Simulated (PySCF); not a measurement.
Molecule: tetrafluoromethane, CF4, charge 0, multiplicity 1. 
Structure (B3LYP-D3(BJ)/def2-TZVP (Ansatz) minimum search):
```
C
F 1 1.3260
F 1 1.3260 2 109.47
F 1 1.3260 2 109.47 3 120.00
F 1 1.3260 2 109.47 4 120.00
```

Dispersion corrections to the total energy (kcal/mol) from the dftd3 and dftd4 libraries through PySCF: D3(BJ) without and D4 with the three-body term, each with the damping fitted for the functional named.

| functional | D3(BJ) | D4 |
|---|---|---|
| LC-wPBE | -0.94 | -1.50 |
| B2GP-PLYP | -0.56 | -0.54 |
| PBE0 | -0.91 | ? |
| B3LYP | -1.90 | -2.20 |
| HF | ? | -6.14 |
| BLYP | ? | -3.25 |
| BHLYP | -1.42 | -1.39 |

Problem. Fill in the missing entries.

Solution. 
- PBE0, D4: -1.11
- HF, D3(BJ): -11.43
- BLYP, D3(BJ): -2.37
